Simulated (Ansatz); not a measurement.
Species: CH$_{2}$F$_{2}$, net charge 1, doublet state. SMILES of the parent species: FCF

Atoms: F1, C2, F3, H4, H5. Bonds: F1-C2, C2-F3, C2-H4, C2-H5.

Bond lengths (Å) and angles (degrees) optimised at HF/STO-3G with Ansatz (an electronic-structure program); HF/3-21G with Ansatz; MP2/6-31G* with Ansatz, each started from the B3LYP-D3(BJ)/def2-TZVP structure (Ansatz) of the last column. A row stands for all coordinates that are equal there. 6-31G* holds six Cartesian d functions. At HF/3-21G the structure is a saddle point. No wavenumbers were computed at HF/STO-3G, MP2/6-31G*, so these may be saddle points.

| coordinate | HF/STO-3G | HF/3-21G | MP2/6-31G* | B3LYP-D3(BJ)/def2-TZVP |
|---|---|---|---|---|
| F1-C2 | 1.315 to 1.637 | 1.291 | 1.288 | 1.281 |
| C2-H4 | 1.118 | 1.175 | 1.167 | 1.171 |
| F1-C2-F3 | 102.8 | 115.9 | 116.3 | 116.1 |
| F1-C2-H4 | 98.5 to 117.2 | 112.5 | 111.6 | 112.1 |
| H4-C2-H5 | 116.9 | 87.5 | 91.6 | 89.5 |

A range marks coordinates that this level makes unequal.

Mean signed difference of all 4 bond lengths from B3LYP-D3(BJ)/def2-TZVP: HF/STO-3G 0.071 Å, HF/3-21G 0.007 Å, MP2/6-31G* 0.002 Å.
